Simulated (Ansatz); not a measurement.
Results of PBE (Ansatz, a first-principles code, plane waves, PAW) for fluorite CeO₂.

Run with plane-wave cutoff 520 eV, 12×12×12 k mesh, Fermi–Dirac smearing 0.01 eV, no spin polarisation, scalar-relativistic PAW data made under PBE.

The cell has the measured lattice: a = 5.410 Å, b = 5.410 Å, c = 5.410 Å, α = 90.00°, β = 90.00°, γ = 90.00°.

Predict the band gap, smallest direct gap on the k points sampled and direct gap at Γ.


band gap: 1.98 eV
smallest direct gap on the k points sampled: 2.07 eV
direct gap at Γ: 2.94 eV

Measured, for comparison: band gap 3 eV (temperature not stated, no zero-point or thermal correction, O 2p to Ce 4f, our sources range from 3.00 to 3.20; as tabulated in Tran et al. (2019), arXiv:1908.01820).

Note: cell and atoms aren't relaxed at this level (pressure 5.6 GPa).

Spin–orbit coupling is not included.

Static lattice: no zero-point or thermal effects.

It cost roughly 4 core-seconds of CPU time.
